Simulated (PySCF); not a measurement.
CN from Hartree–Fock to correlated methods

State: ²Σ⁺ (doublet), unpaired electrons σ ↑. Set-up: basis C def2-TZVPPD, N def2-TZVPPD; no relativity; PySCF 2.14. De refers to C + N in their high-spin ground configurations, without counterpoise correction. The functionals are run spin-unrestricted. A positive dipole means C(−)N(+).

```tsv
Level	Re (Å)	ωe (cm⁻¹)	De (eV)	μ (D)	CPU s a point (SCF and correlation, without the integrals)
ROHF	1.128	2456	3.79	-2.32	0.38
ROHF-MP2	1.192	1810	7.87	n/a	0.64
ROHF-SCS-MP2	1.186	1868	7.75	n/a	n/a
ROHF-CCSD	1.168	2141	7.03	n/a	n/a
ROHF-CCSD(T)	1.178	2055	7.45	n/a	14
PBE	1.174	2093	8.56	-1.15	0.95
PW91	1.173	2097	8.53	-1.16	0.58
TPSS	1.172	2095	7.93	-1.20	1.2
r²SCAN	1.165	2149	7.72	-1.43	1.1
M06-L	1.163	2164	8.01	-1.46	1.7
PBE0	1.160	2184	7.74	-1.50	1.4
r²SCAN0	1.154	2221	7.14	-1.72	1.4
MN15	1.159	2194	7.64	-1.75	1.5
CAM-B3LYP	1.155	2202	7.64	-1.57	1.7
```

Question: Which functional lies closest to ROHF-CCSD(T) in De, which farthest, and by how much do they differ from it?

Answer: Closest is MN15 (-1.9 pm in Re, +6.8 % in ωe, +0.19 eV in De against ROHF-CCSD(T) in the same basis), farthest PBE (-0.4 pm in Re, +1.8 % in ωe, +1.11 eV in De). CCSD(T) converges more slowly with the basis than the functionals do and binds too weakly in this one, so the order can change at the basis-set limit.

Question: What does a quarter of exact exchange do here, going from PBE to PBE0?

Answer: PBE0 less PBE: -1.4 pm in Re, +4.3 % in ωe, -0.82 eV in De. Exact exchange removes part of the self-interaction that spreads semilocal densities, and in most molecules shortens and stiffens the bond and lowers De; so it does here.

Question: What does a quarter of exact exchange do here, going from r²SCAN to r²SCAN0?

Answer: r²SCAN0 less r²SCAN: -1.1 pm in Re, +3.4 % in ωe, -0.58 eV in De. Exact exchange removes part of the self-interaction that spreads semilocal densities, and in most molecules shortens and stiffens the bond and lowers De; so it does here.

Correlated steps freeze 2 core orbitals. The CCSD T1 diagnostic is raised, a sign that a single reference may not be enough here. UHF is strongly spin-contaminated for CN, so the ROHF reference used there is far from stable. The state is the lowest determinant that a PBE0 search found; another state may lie lower at other levels.

The whole job (state search and all levels along the bond) took about 5.2 min on 1 thread of Intel Xeon Platinum 8488C (shared host), peak memory 1.9 GiB.
